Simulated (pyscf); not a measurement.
`[CH]#[C][CH2][Cl]` + `[H]` [doublet] → `[CH]#[C][CH3]` + `[Cl]` [doublet], a substitution at C (doublet surface; C–Cl broken, C–H formed). Single points on ωB97X-D3(BJ)/def2-SVP structures (PySCF, gas phase). MP2 and CC: frozen core, UHF for open shells. ΔMP2 is the change of the MP2 total energy from the triple- to the quadruple-zeta basis. Energies in kJ/mol from the separated reactants.

Small-basis levels: PySCF, no dispersion term, spherical d functions. Open shells are spin-unrestricted. 

Problem. Quick B3LYP/LANL2DZ single points give ΔE‡ = 44.8 kJ/mol and ΔE = -176.1 kJ/mol. What does CCSD(T)/def2-TZVPP + ΔMP2(QZVPP) give, and how far is the quick result from it?

Solution. CCSD(T)/def2-TZVPP + ΔMP2(QZVPP) gives ΔE‡ = 85.7 kJ/mol and ΔE = -112.4 kJ/mol. B3LYP/LANL2DZ lies 40.9 kJ/mol under it in the barrier and 63.8 kJ/mol under it in the reaction energy, so on this step it does not hold to within 12.6 kJ/mol. CCSD(T)/def2-TZVPP + ΔMP2(QZVPP) has limits of its own. On the product side the descent ends in what is likely a three-electron adduct, which functionals tend to overbind, 41.6 kJ/mol under the separated species and 238.7 kJ/mol under the saddle at ωB97X-D3(BJ)/def2-TZVP. Abstraction by the radical was not located in this set and often lies lower. This is the saddle that the search found; another between the same sides may lie lower. The angle at the attacked C is 169°. The CCSD(T) − MP2 part came from Ansatz, without density fitting, on the same reference. Left out: the spin-orbit lowering of Cl.
